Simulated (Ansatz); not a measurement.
**N2O (nitrous oxide) at 6 levels**

Wanted: a comparison of 6 runs (HF/STO-3G, CAM-B3LYP/STO-3G, UB3LYP/STO-3G, UPBE0/STO-3G, r2SCAN0/STO-3G, CCSD(T)/STO-3G) of N2O (nitrous oxide). 

Program for the calculation: Ansatz 0.2.0.

30 further runs of the same task are left out: 6 that didn't finish, 24 set aside as unsound or not needed.

### Step 1. The system as given

The species is N2O (3 atoms), meant as a singlet with charge 0. As SMILES, `N#[N+][O-]`. The O3–N2 distance was set to 1.762 Å, away from the relaxed value.

Bond lengths: N1–N2 1.118 Å. A long bond or contact: N2–O3 1.762 Å.

### Step 2. A single-point energy at HF/STO-3G (run 1)

File in.yaml:

```yaml
crystal:
  periodic: [false, false, false]
  atoms:
    - {symbol: N, position_ang: [-0.775957, 1.518464, -0.254652]}
    - {symbol: "N", position_ang: [-0.272657, 0.533664, -0.089552]}
    - {symbol: O, position_ang: [0.520100, -1.017800, 0.170700]}
basis:
  gaussian: {orbitals: STO-3G}
hamiltonian: {xc: hf}
accuracy: high
```

Started as:

```sh
ansatz run in.yaml --threads 1 --pin off --max-ram 2610MiB --events-out events.jsonl --progress --plain --runs-dir runs
```

Output:

```text
Warning: RAYON_NUM_THREADS=1 ignored (pool sized by the plan → 1); use --threads N
Functional definition: HF
  name "HF"
  exchange = exact_x
  correlation = 0
245 factors; integrals over basis functions are off by at most 1.8e-8 eV
mean field evaluation 1: about -4922.6479 eV, gradient 4.0e1 eV
mean field evaluation 2: about -4922.6877 eV, gradient 4.0e1 eV
mean field evaluation 4: about -4929.5467 eV, gradient 7.7e0 eV
mean field evaluation 8: about -4930.0057 eV, gradient 3.0e-1 eV
mean field evaluation 16: about -4930.0063 eV, gradient 1.4e-8 eV
mean field -4930.00632120 eV, -181.1743906259 hartree, gradient 1.4e-8 eV, S^2 0.000000; 0 other end points of the search recorded, 0 dependent functions left out
reference -4930.00632120 eV, -181.1743906259 hartree; 11, 11 occupied and 4, 4 virtual orbitals, 245 factors
Total energy: -4930.00632120 eV, -181.1743906259 hartree
```

It took 0.12 s on 1 thread of Intel Xeon Platinum 8375C at 2.90GHz (Ice Lake), shared host.

### Step 3. The energy at CAM-B3LYP/STO-3G (run 2)

File input.yaml:

```yaml
crystal:
  periodic: [false, false, false]
  atoms:
    - {symbol: "N", position_ang: [-0.775957, 1.518464, -0.254652]}
    - {symbol: N, position_ang: [-0.272657, 0.533664, -0.089552]}
    - {symbol: O, position_ang: [0.520100, -1.017800, 0.170700]}
basis:
  gaussian:
    orbitals: STO-3G
hamiltonian:
  xc: {name: CAM-B3LYP}
accuracy: high
```

Started as:

```sh
ansatz run input.yaml --threads 1 --pin off --max-ram 2610MiB --events-out events.jsonl --progress --plain --runs-dir runs
```

Output:

```text
Warning: RAYON_NUM_THREADS=1 ignored (pool sized by the plan → 1); use --threads N
Functional definition: CAM-B3LYP
  name "CAM-B3LYP"
  parameter alpha = 0.19
  parameter beta = 0.46
  parameter omega = 0.33/bohr
  parameter ac = 0.81
  exchange = (1 - alpha - beta)*b88_x + beta*b88_x_sr(omega) + alpha*exact_x + beta*exact_x_lr(omega)
  correlation = (1 - ac)*vwn5_c + ac*lyp_c
245 factors; integrals over basis functions are off by at most 1.8e-8 eV
127 factors; integrals over basis functions are off by at most 5.0e-10 eV
mean field evaluation 1: about -4946.9666 eV, gradient 3.2e1 eV
mean field evaluation 2: about -4826.3085 eV, gradient 1.8e2 eV
mean field evaluation 4: about -4950.7764 eV, gradient 7.2e0 eV
mean field evaluation 8: about -4950.8801 eV, gradient 8.5e-2 eV
mean field evaluation 16: about -4950.8802 eV, gradient 3.9e-6 eV
mean field -4950.88017595 eV, -181.9414906389 hartree, gradient 5.5e-8 eV, S^2 0.000000; 0 other end points of the search recorded, 0 dependent functions left out
reference -4950.88018436 eV, -181.9414909480 hartree; 11, 11 occupied and 4, 4 virtual orbitals, 245 factors
Total energy: -4950.88018436 eV, -181.9414909480 hartree
```

Run time: 0.79 s. Hardware: 1 thread of Intel Xeon Platinum 8375C at 2.90GHz (Ice Lake), shared host; peak memory 0.096 GiB.

Runs 3 to 5 aren't shown in full; the table further down has their settings and results.

### Step 4. A single-point energy at CCSD(T)/STO-3G (run 6)

File job.yaml:

```yaml
crystal:
  periodic: [false, false, false]
  atoms:
    - symbol: N
      position_ang: [-0.775957, 1.518464, -0.254652]
    - symbol: N
      position_ang: [-0.272657, 0.533664, -0.089552]
    - symbol: O
      position_ang: [0.520100, -1.017800, 0.170700]
basis:
  gaussian:
    orbitals: STO-3G
correlation:
  method: ccsd_t
  frozen_orbitals: {"N": 1, O: 1}
accuracy: high
scf:
  omitted_lower_state_checks: [cluster_reference, increment]
```

Started as:

```sh
ansatz run job.yaml --threads 1 --pin off --max-ram 2610MiB --events-out events.jsonl --progress --plain --runs-dir runs
```

Output:

```text
Warning: RAYON_NUM_THREADS=1 ignored (pool sized by the plan → 1); use --threads N
[... 13 lines left out ...]
3 core orbitals not correlated: weight in the atoms' cores, before any rotation towards them, 1.000 or more for the frozen orbitals, at most 0.000 for the correlated occupied ones
[... 38 lines left out ...]
Total energy: -4935.37632220 eV, -181.3717345227 hartree
Checks for a lower state left out: cluster_reference, increment
```

Run time: 0.37 s. Hardware: 1 thread of Intel Xeon Platinum 8375C at 2.90GHz (Ice Lake), shared host.

### Step 5. Overview of the runs

| run | level | frozen core orbitals | energy (Eh) | wall time |
| --- | --- | --- | --- | --- |
| 1 | HF/STO-3G | – | -181.174391 | 0.12 s |
| 2 | CAM-B3LYP/STO-3G | – | -181.941491 | 0.79 s |
| 3 | UB3LYP/STO-3G | – | -182.040252 | 7.5 s |
| 4 | UPBE0/STO-3G | – | -181.876443 | 8.7 s |
| 5 | r2SCAN0/STO-3G | – | -181.947656 | 2 s |
| 6 | CCSD(T)/STO-3G | 3 | -181.371735 | 0.37 s |

### Step 6. Summary of results

```
                                          quantity          value
                               run 6: total energy  -181.37173 Eh
run 6: correlation energy (3 core orbitals frozen)     -197.3 mEh
                             run 6: (T) correction      -3.57 mEh
                              run 6: T1 diagnostic          0.015
```

In words: Totals of different functionals can't be ranked against each other. In run 6 the log says that unrestricted orbitals would lower the reference, so the values rest on an unstable closed-shell determinant (other closed-shell runs at this shape may share the fault). In runs 1, 2, 3, 4, 5, 6 the basis is minimal, so the values are rough. Spin contamination of the reference: run 4 ⟨S²⟩ = 0.71, run 3 ⟨S²⟩ = 0.64. Where it is this large, the reference is a mixture of spin states, and values that rest on it are in doubt. All runs together took 19 s, the longest 8.7 s.
